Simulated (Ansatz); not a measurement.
# B2HF (triplet): from Hartree-Fock to the top rungs, def2-QZVPP

The task here is to estimate one member of a computed series from the others.

Computed with Ansatz 0.2.0, Gaussian basis. Level: def2-QZVPP, core rule «outside noble gas», up to 3 orbitals frozen.

The runs, in order: UHF; ROHF; CCSD(T) on UHF.

2 further runs of the same task are left out: 2 set aside as unsound or not needed.

### The system

The geometry is a PBE0/def2-TZVP stationary point (not a proven minimum).

4 atoms, charge 0, spin multiplicity 3.

Atoms are counted from 1 here; the program's logs count them from 0.

Bond lengths: B1–B2 1.633 Å, B2–F3 1.328 Å, B2–H4 1.205 Å. Angles: B1–B2–F3 125.5°, B1–B2–H4 114.3°, F3–B2–H4 120.2°.

Set-up of the first run:

The input, in.yaml:

```yaml
crystal:
  periodic: [false, false, false]
  atoms:
    - {symbol: B, position_ang: [0.000000, -0.285996, 1.615495]}
    - {symbol: B, position_ang: [0.000000, 0.444539, 0.154784]}
    - {symbol: F, position_ang: [0.000000, -0.177695, -1.018097]}
    - {symbol: H, position_ang: [0.000000, 1.648828, 0.202133]}
basis:
  gaussian: {orbitals: "def2-QZVPP.json"}
magnetization: {spin_polarized: true, initial_magnetization: 2}
hamiltonian: {xc: hf}
output: {orbitals: {seedname: orbitals}}
```

Run with:

```bash
> ansatz run in.yaml --threads 1 --pin off --events-out ev --progress --plain --max-ram 2393MiB
```

Among the steps run: UHF; ROHF; CCSD(T) on UHF.

One of the session's tables, all rows but one given; the rest of the session is left out.

| method | from UCCSD(T) (meV) |
| --- | --- |
| ROHF | +12400.0 |
| UHF | +12348.0 |
| UMP2 | ? |
| UCCSD | +422.9 |
| UCCSD(T) | 0 |

Estimate the missing values for UMP2.

**Answer.** from UCCSD(T) (meV): +936.6. In the column «from UCCSD(T) (meV)» it lies between UCCSD (+422.9) and UHF (+12348.0).
